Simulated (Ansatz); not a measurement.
# H2O2Si: the cost of one run

Program: the Python package of Ansatz 0.2.0. Level of theory: r2SCAN/def2-SVP. These are calculated values, not measurements.

## Step 1: The structure

Bond lengths: O1–Si2 1.591 Å, Si2–O3 1.639 Å, O1–H4 1.030 Å, O3–H5 1.003 Å. Angles: O1–Si2–O3 106.1°, Si2–O1–H4 113.7°, Si2–O3–H5 117.0°.

The script holds or builds the structure itself.

## Step 2: The script

h2o2si.py reads:

```python
'''Interaction energy of two H2O2Si molecules, with the counterpoise correction.'''

import ansatz

FIRST = [
    ('O', (-1.4882, -0.1422, -0.2509)),
    ('Si', (-0.2286, -0.7135, 0.5363)),
    ('O', (1.0476, 0.2101, 0.0847)),
    ('H', (-1.2731, 0.676, -0.8378)),
    ('H', (1.9423, -0.0305, 0.4678)),
]
SECOND = [
    ('O', (-3.0599, -5.5241, 1.1155)),
    ('Si', (-2.8163, -4.0362, 0.6061)),
    ('O', (-4.0781, -3.6793, -0.3768)),
    ('H', (-3.9358, -5.9414, 0.7706)),
    ('H', (-4.073, -2.7779, -0.8156)),
]

def energy(atoms, ghosts=()):
    molecule = ansatz.Crystal.molecule()
    for symbol, xyz in atoms:
        molecule = molecule.atom(symbol, xyz)
    calc = (
        molecule.calculation()
        .basis(gaussian='def2-SVP')
        .functional('r2scan')
    )
    deck = calc.input()
    if ghosts:
        deck = deck.set(ansatz.key.basis.gaussian.ghost_atoms, [{'symbol': s, 'position_ang': list(xyz)} for s, xyz in ghosts])
    return ansatz.Session.from_dict(deck).plan().execute().report['free_energy_ev']


def main() -> None:
    # monomers in their own basis and in the basis of the dimer
    both = energy(FIRST + SECOND)
    alone = energy(FIRST) + energy(SECOND)
    ghosted = energy(FIRST, SECOND) + energy(SECOND, FIRST)
    print(f'dimer {both:.6f} eV')
    print(f'interaction, uncorrected   {(both - alone):8.3f} eV')
    print(f'interaction, counterpoise  {(both - ghosted):8.3f} eV')
    print(f'basis-set superposition    {(alone - ghosted):8.3f} eV')


if __name__ == '__main__':
    main()
```

## Step 3: The input behind the calls

The engine receives this input (first run):

```yaml
crystal:
  periodic: [false, false, false]
  atoms:
    - { symbol: O, position_ang: [-1.4882, -0.1422, -0.2509] }
    - { symbol: Si, position_ang: [-0.2286, -0.7135, 0.5363] }
    - { symbol: O, position_ang: [1.0476, 0.2101, 0.0847] }
    - { symbol: H, position_ang: [-1.2731, 0.676, -0.8378] }
    - { symbol: H, position_ang: [1.9423, -0.0305, 0.4678] }
    - { symbol: O, position_ang: [-3.0599, -5.5241, 1.1155] }
    - { symbol: Si, position_ang: [-2.8163, -4.0362, 0.6061] }
    - { symbol: O, position_ang: [-4.0781, -3.6793, -0.3768] }
    - { symbol: H, position_ang: [-3.9358, -5.9414, 0.7706] }
    - { symbol: H, position_ang: [-4.073, -2.7779, -0.8156] }
basis:
  gaussian:
    orbitals: def2-SVP
hamiltonian:
  xc: r2scan
```

## Step 4: The run

Command:

```sh
> python h2o2si.py
```

Q: Estimate wall time and peak memory on 1 thread of Arm Neoverse V1, shared host.

About 20 s, with a peak of 0.21 GiB.
